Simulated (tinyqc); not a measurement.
Worked calculation: FCI on RHF in the sto-3g basis, for HF, spin multiplicity 1. One step of it, computed by the program tinyqc.

Question. FCI: roots. Diagonalise (each vector has its largest component positive (the first on a tie)); all determinants have Ms = 0, so triplets appear too. The lowest singlet root is the correlation energy.

Occupation strings over the orbitals (2 doubly, a alpha, b beta, 0 empty; spin orbitals ordered 1a 1b 2a 2b ...): 222220 22a22b 2a222b a2222b 22b22a 2b222a b2222a 222202 222022 220222 2ab222 a2b222 2ba222 202222 ab2222 b2a222 ba2222 022222

H - E(HF) between determinants (hartree):
```
           222220     22a22b     2a222b     a2222b     22b22a     2b222a     b2222a     222202
222220   0.000000   0.000000   0.000000   0.000000   0.000000   0.000000   0.000000   0.031018
22a22b   0.000000   0.633754  -0.012616  -0.020911  -0.188219  -0.053362   0.006192   0.016444
2a222b   0.000000  -0.012616   1.423478   0.025566  -0.053362  -0.095312  -0.016506   0.039677
a2222b   0.000000  -0.020911   0.025566  25.604940   0.006192  -0.016506  -0.024468   0.009960
22b22a   0.000000  -0.188219  -0.053362   0.006192   0.633754  -0.012616  -0.020911  -0.016444
2b222a   0.000000  -0.053362  -0.095312  -0.016506  -0.012616   1.423478   0.025566  -0.039677
b2222a   0.000000   0.006192  -0.016506  -0.024468  -0.020911   0.025566  25.604940  -0.009960
222202   0.031018   0.016444   0.039677   0.009960  -0.016444  -0.039677  -0.009960   1.208812
222022   0.031018   0.016444   0.039677   0.009960  -0.016444  -0.039677  -0.009960   0.053770
220222   0.188219   0.100707  -0.093837  -0.002079  -0.100707   0.093837   0.002079   0.045075
2ab222  -0.053362   0.093837  -0.163930   0.006422  -0.031481   0.052938   0.020171   0.040003
a2b222   0.006192   0.002079   0.006422  -0.353882  -0.020213   0.024817   0.009391   0.010550
2ba222   0.053362  -0.031481   0.052938   0.020171   0.093837  -0.163930   0.006422  -0.040003
202222   0.095312   0.052938   0.056242  -0.005146  -0.052938  -0.056242   0.005146   0.182787
ab2222  -0.016506  -0.020171   0.005146  -0.161179   0.024817  -0.010268   0.024999  -0.039307
b2a222  -0.006192  -0.020213   0.024817   0.009391   0.002079   0.006422  -0.353882  -0.010550
ba2222   0.016506   0.024817  -0.010268   0.024999  -0.020171   0.005146  -0.161179   0.039307
022222   0.024468   0.009391   0.024999  -0.163842  -0.009391  -0.024999   0.163842   0.029588

           222022     220222     2ab222     a2b222     2ba222     202222     ab2222     b2a222
222220   0.031018   0.188219  -0.053362   0.006192   0.053362   0.095312  -0.016506  -0.006192
22a22b   0.016444   0.100707   0.093837   0.002079  -0.031481   0.052938  -0.020171  -0.020213
2a222b   0.039677  -0.093837  -0.163930   0.006422   0.052938   0.056242   0.005146   0.024817
a2222b   0.009960  -0.002079   0.006422  -0.353882   0.020171  -0.005146  -0.161179   0.009391
22b22a  -0.016444  -0.100707  -0.031481  -0.020213   0.093837  -0.052938   0.024817   0.002079
2b222a  -0.039677   0.093837   0.052938   0.024817  -0.163930  -0.056242  -0.010268   0.006422
b2222a  -0.009960   0.002079   0.020171   0.009391   0.006422   0.005146   0.024999  -0.353882
222202   0.053770   0.045075   0.040003   0.010550  -0.040003   0.182787  -0.039307  -0.010550
222022   1.208812   0.045075   0.040003   0.010550  -0.040003   0.182787  -0.039307  -0.010550
220222   0.045075   1.386555   0.119239   0.040296  -0.119239   0.154376  -0.020891  -0.040296
2ab222   0.040003   0.119239   2.167418   0.024220  -0.154376   0.106204   0.007904  -0.020891
a2b222   0.010550   0.040296   0.024220  26.378642  -0.020891  -0.007904  -0.221263  -0.021740
2ba222  -0.040003  -0.119239  -0.154376  -0.020891   2.167418  -0.106204   0.023890   0.024220
202222   0.182787   0.154376   0.106204  -0.007904  -0.106204   3.066515  -0.014123   0.007904
ab2222  -0.039307  -0.020891   0.007904  -0.221263   0.023890  -0.014123  27.391581   0.020713
b2a222  -0.010550  -0.040296  -0.020891  -0.021740   0.024220   0.007904   0.020713  26.378642
ba2222   0.039307   0.020891   0.023890   0.020713   0.007904   0.014123  -0.076258  -0.221263
022222   0.029588   0.021740   0.020713  -0.113089  -0.020713   0.076258   0.474092   0.113089

           ba2222     022222
222220   0.016506   0.024468
22a22b   0.024817   0.009391
2a222b  -0.010268   0.024999
a2222b   0.024999  -0.163842
22b22a  -0.020171  -0.009391
2b222a   0.005146  -0.024999
b2222a  -0.161179   0.163842
222202   0.039307   0.029588
222022   0.039307   0.029588
220222   0.020891   0.021740
2ab222   0.023890   0.020713
a2b222   0.020713  -0.113089
2ba222   0.007904  -0.020713
202222   0.014123   0.076258
ab2222  -0.076258   0.474092
b2a222  -0.221263   0.113089
ba2222  27.391581  -0.474092
022222  -0.474092  55.524064
```

Give: lowest roots of this matrix, relative to E(HF); lowest vectors; <S^2> of these roots; weight of the ground state by excitation level 0, 1, 2, ....

Answer.

lowest roots of this matrix, relative to E(HF) (hartree): -0.032  0.439  0.776  1.155  1.180  1.314  1.371  1.526

lowest vectors:
```
        root 1  root 2  root 3  root 4
222220   0.989   0.000  -0.046   0.000
22a22b   0.014   0.705   0.684   0.000
2a222b  -0.003   0.049  -0.079   0.000
a2222b   0.000   0.000   0.001   0.000
22b22a  -0.014   0.705  -0.684   0.000
2b222a   0.003   0.049   0.079   0.000
b2222a   0.000   0.000  -0.001   0.000
222202  -0.018   0.000   0.000   0.707
222022  -0.018   0.000   0.000  -0.707
220222  -0.135   0.000  -0.214   0.000
2ab222   0.030  -0.024  -0.051   0.000
a2b222   0.000   0.000   0.000   0.000
2ba222  -0.030  -0.024   0.051   0.000
202222  -0.024   0.000  -0.007   0.000
ab2222   0.000   0.000   0.001   0.000
b2a222   0.000   0.000   0.000   0.000
ba2222   0.000   0.000  -0.001   0.000
022222   0.000   0.000   0.000   0.000
```

<S^2> of these roots: 0.000  2.000  0.000  0.000  0.000  2.000  0.000  0.000

weight of the ground state by excitation level 0, 1, 2, ...: 0.978  0.000  0.021
